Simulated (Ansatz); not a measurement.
NO₂ radical: measurement beside calculation (Ansatz, PBE0-D4/def2-TZVP geometry).

```xyz
3

N    -0.219    0.168   -0.125
O     0.177   -0.677   -0.852
O     0.042    0.508    0.977
```

Enthalpy of formation at 298 K: 7.9 kcal/mol (zero for an element's reference state; older measured values of the G2 set, as listed by Staroverov and co-workers, J. Chem. Phys. 119, 12129, 2003). With their computed zero-point and thermal terms and the atoms' enthalpies of Curtiss and co-workers (1997) it gives an electronic atomization energy of 227.4 kcal/mol.

```tsv
level	atomization (kcal/mol)	error	error per bond
LDA (SPW92)	323.6	96.3	48.1
PBE-D4	269.7	42.4	21.2
revPBE-D4	254.1	26.7	13.3
BLYP-D4	254.9	27.5	13.7
r2SCAN-D4	238.4	11.0	5.5
B97M-V	232.3	4.9	2.5
PBE0-D4	234.3	6.9	3.4
B3LYP-D4	233.4	6.0	3.0
r2SCANh-D4	227.1	-0.3	-0.2
r2SCAN0-D4	210.6	-16.8	-8.4
HSE06-D4	235.0	7.6	3.8
BHLYP-D4	190.2	-37.2	-18.6
CAM-B3LYP-D4	231.7	4.3	2.1
ωB97X-V	233.5	6.1	3.0
ωB97M-V	229.4	2.0	1.0
B2PLYP	230.2	2.8	1.4
PBE-QIDH	219.7	-7.7	-3.9
PBE	269.2	41.8	20.9
revPBE	251.7	24.3	12.1
BLYP	253.5	26.1	13.1
r2SCAN	238.3	10.9	5.4
PBE0	233.8	6.4	3.2
B3LYP	232.4	5.0	2.5
r2SCANh	227.0	-0.4	-0.2
r2SCAN0	210.5	-16.9	-8.5
HSE06	234.6	7.2	3.6
BHLYP	189.6	-37.8	-18.9
CAM-B3LYP	231.2	3.8	1.9
LC-ωPBE	234.8	7.4	3.7
RPA@PBE/def2-TZVPP	204.3	-23.0	-11.5
HF/def2-TZVPP	55.7	-171.7	-85.8
MP2/def2-TZVPP	234.5	7.1	3.6
SCS-MP2/def2-TZVPP	224.9	-2.5	-1.2
CCSD/def2-TZVPP	195.2	-32.2	-16.1
CCSD(T)/def2-TZVPP	212.1	-15.3	-7.7
HF/def2-QZVPP	56.6	-170.8	-85.4
MP2/def2-QZVPP	242.2	14.9	7.4
SCS-MP2/def2-QZVPP	233.8	6.4	3.2
CCSD/def2-QZVPP	201.9	-25.5	-12.7
CCSD(T)/def2-QZVPP	219.6	-7.8	-3.9
HF/CBS(def2)	56.7	-170.7	-85.4
MP2/CBS(def2)	247.5	20.1	10.0
CCSD/CBS(def2)	206.4	-21.0	-10.5
CCSD(T)/CBS(def2)	224.7	-2.7	-1.3
```

Functionals use def2-TZVPP; B3LYP here is the variant with VWN-RPA as its local correlation; programs differ in this. The calculations leave out spin–orbit coupling, scalar relativity and, for the correlated methods, core correlation; together these are worth up to about 1 kcal/mol a heavy atom. HSE06 is defined as in plane-wave codes. CBS extrapolates def2-TZVPP and def2-QZVPP. T1 = 0.024.
